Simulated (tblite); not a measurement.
C4H7OS (doublet state).
Atom-mapped SMILES: `[CH3:1][CH:2][C:3](=[S:4])[O:5][CH3:6]` (hydrogens: H7, H8, H9 on C1; H10 on C2; H11, H12, H13 on C6)

The geometry is computed with GFN2-xTB (gas phase). This method treats the open shell by occupation alone, without spin polarisation.

(1) What internal coordinates does the optimisation give?

Results:

(1) 
```tsv
bond	length (Å)
C1–C2	1.480
C2–C3	1.368
C3=S4	1.704
C3–O5	1.346
O5–C6	1.410
C1–H7, C1–H8, C1–H9	1.089
C2–H10	1.078
C6–H11, C6–H12, C6–H13	1.092
```

Bonds in one row agree within 0.01 Å and their mean is given. A selection of angles:
```tsv
angle	degrees
C2–C1–H7	110.8
C2–C1–H8	110.1
H7–C1–H8	109.5
H8–C1–H9	106.9
C1–C2–C3	124.3
C1–C2–H10	118.3
C3–C2–H10	117.4
C2–C3–S4	119.8
C2–C3–O5	118.8
S4–C3–O5	121.4
C3–O5–C6	117.8
O5–C6–H11	105.9
O5–C6–H12	111.0
H11–C6–H12	110.2
```

Torsions: C1–C2–C3–S4 180° (antiperiplanar); C2–C3–O5–C6 180° (antiperiplanar).

The 6 heavy atoms lie in one plane (0.001 Å rms). C3 (carbon bonded to C, O and S) is planar (angles 121.4°, 119.8° and 118.8°, sum 360.0°, 0.00 Å off the plane of its three neighbours). Of the pairs four or more bonds apart, O5···H7 is among the closest relative to their van der Waals radii: 2.42 Å, 89 % of the sum of Bondi's values. The 2 C–O bonds span 1.346 Å (C3–O5, drawn single) to 1.410 Å (O5–C6, drawn single), a spread of 0.064 Å. C2 (carbon bonded to 2 C and H) is planar (angles 124.3°, 118.3° and 117.4°, sum 360.0°, 0.00 Å off the plane of its three neighbours). The C–C distances run from 1.368 Å (C2–C3, drawn single in one of several resonance forms) to 1.480 Å (C1–C2, drawn single), a spread of 0.112 Å.

Point group: Cs (every atom within 0.08 Å of its image). Its GFN2-xTB frequencies are all real (lowest 92 cm⁻¹). 3 starts were optimised and ended at 0.00, 0.51 and 3.11 kcal/mol (GFN2-xTB); the lowest of these is shown.

One conformer stands for the species.
